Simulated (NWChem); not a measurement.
All runs are NWChem calculations. System: OS, charge 0, spin multiplicity 3, at a geometry optimised with UPBE0/def2-SVP. The structure started from a generated list of species. Its SCF solution wasn't tested for a lower state. Level: UPBE/def2-TZVPD.

Job file:

```
start mol
memory heap 200 mb stack 900 mb global 1100 mb
geometry units angstroms nocenter noautoz
  O      0.000000     0.000000     1.001183
  S      0.000000     0.000000    -0.500592
  symmetry group C2v
end
basis spherical
  * library def2-tzvpd
end
dft
  xc xpbe96 cpbe96
  odft
  mult 3
  semidirect memsize 60000000 filesize 0
  iterations 100
end
task dft energy
```

Part of the output:

```
             Northwest Computational Chemistry Package (NWChem) 7.3.0
             --------------------------------------------------------

                                NWChem Input Module
                                -------------------

 Scaling coordinates for geometry "geometry" by  1.889725989
 (inverse scale =  0.529177249)

 Turning off AUTOSYM since
 SYMMETRY directive was detected!

                             Geometry "geometry" -> ""
                             -------------------------

 Output coordinates in angstroms (scale by  1.889725989 to convert to a.u.)

  No.       Tag          Charge          X              Y              Z
 ---- ---------------- ---------- -------------- -------------- --------------
    1 O                    8.0000     0.00000000     0.00000000     1.00118300
    2 S                   16.0000     0.00000000     0.00000000    -0.50059200

 Effective nuclear repulsion energy (a.u.)      45.1030865955

            Nuclear Dipole moment (a.u.)
            ----------------------------
        X                 Y               Z
 ---------------- ---------------- ----------------
     0.0000000000     0.0000000000    -0.0000151178

      Symmetry information
      --------------------

 Group name             C2v
 Group number             16
 Group order               4
 No. of unique centers     2

      Symmetry unique atoms

     1    2


 Summary of "ao basis" -> "" (spherical)
 ------------------------------------------------------------------------------
       Tag                 Description            Shells   Functions and Types
 ---------------- ------------------------------  ------  ---------------------
 *                         def2-tzvpd                 on all atoms

  pbe96 is a nonlocal functional; adding pw91lda local functional.

                                 NWChem DFT Module
                                 -----------------

 Summary of "ao basis" -> "ao basis" (spherical)
 ------------------------------------------------------------------------------
       Tag                 Description            Shells   Functions and Types
[...]
    64      0.413756  2 S  pz                58      0.306476  2 S  pz
     5     -0.274617  1 O  s                 45      0.253162  2 S  s
     6     -0.241951  1 O  s                  4     -0.214049  1 O  s
     9      0.194126  1 O  pz                15      0.185919  1 O  pz

   alpha - beta orbital overlaps
   -----------------------------

   alpha      1      2      3      4      5      6      7      8      9     10
    beta      1      2      3      4      5      6      7      8      9     11
 overlap   1.000  1.000  1.000  1.000  1.000  1.000  0.999  0.998  0.998  0.999

   alpha     11     12     13     14     15     16     17     18     19     20
    beta     10     13     12     14     15     17     16     18     23     22
 overlap   0.999  0.999  0.999  0.996  0.996  0.997  0.997  0.994  0.998  0.998

   alpha     21     22     23     24     25     26     27     28     29     30
    beta     19     21     20     25     24     26     27     29     28     30
 overlap   0.997  0.996  0.996  0.997  0.997  0.999  0.999  0.995  0.995  0.998

   alpha     31     32     33     34     35     36     37     38     39     40
    beta     31     32     34     33     35     36     37     38     39     40
 overlap   0.943  0.943  0.991  0.991  0.941  0.941  0.997  0.996  0.996  0.997

   alpha     41     42     43     44     45     46     47     48     49     50
    beta     41     43     42     44     45     47     46     48     49     52
 overlap   0.998  0.999  0.999  0.998  0.997  1.000  1.000  0.954  0.954  0.954

   alpha     51     52     53     54     55     56     57     58     59     60
    beta     51     50     54     53     55     56     58     57     59     60
 overlap   0.954  1.000  1.000  1.000  0.992  0.992  0.991  0.991  1.000  1.000

   alpha     61     62     63     64     65     66     67     68     69     70
    beta     61     62     63     64     65     66     67     68     69     71
 overlap   1.000  1.000  1.000  1.000  1.000  1.000  1.000  1.000  1.000  1.000

   alpha     71     72     73     74     75     76     77     78     79     80
    beta     70     72     73     75     74     76     77     78     80     79
 overlap   1.000  1.000  1.000  1.000  1.000  1.000  1.000  1.000  1.000  1.000

   alpha     81     82     83     84     85     86
    beta     81     83     82     84     85     86
 overlap   1.000  1.000  1.000  1.000  1.000  1.000

     --------------------------
     Expectation value of S2:
     --------------------------
      <S2> =      2.0048 (Exact =     2.0000)

 center of mass
 --------------
 x =   0.00000000 y =   0.00000000 z =   0.00034943

 moments of inertia (a.u.)
 ------------------
          85.865280307341           0.000000000000           0.000000000000
           0.000000000000          85.865280307341           0.000000000000
           0.000000000000           0.000000000000           0.000000000000

     Multipole analysis of the density
     ---------------------------------

     L   x y z        total         alpha         beta         nuclear
     -   - - -        -----         -----         ----         -------
     0   0 0 0     -0.000000    -13.000000    -11.000000     24.000000

     1   1 0 0     -0.000000     -0.000000     -0.000000      0.000000
     1   0 1 0     -0.000000     -0.000000     -0.000000      0.000000
     1   0 0 1     -0.547658     -0.056288     -0.491355     -0.000015

     2   2 0 0    -13.181917     -8.123265     -5.058652      0.000000
     2   1 1 0     -0.000000     -0.000000     -0.000000      0.000000
     2   1 0 1      0.000000      0.000000      0.000000      0.000000
     2   0 2 0    -13.181917     -8.123265     -5.058652      0.000000
     2   0 1 1      0.000000      0.000000      0.000000      0.000000
     2   0 0 2    -13.715856    -31.605542    -25.064563     42.954250

 Task  times  cpu:        3.5s     wall:        3.5s

 Total times  cpu:        3.6s     wall:        3.6s
```
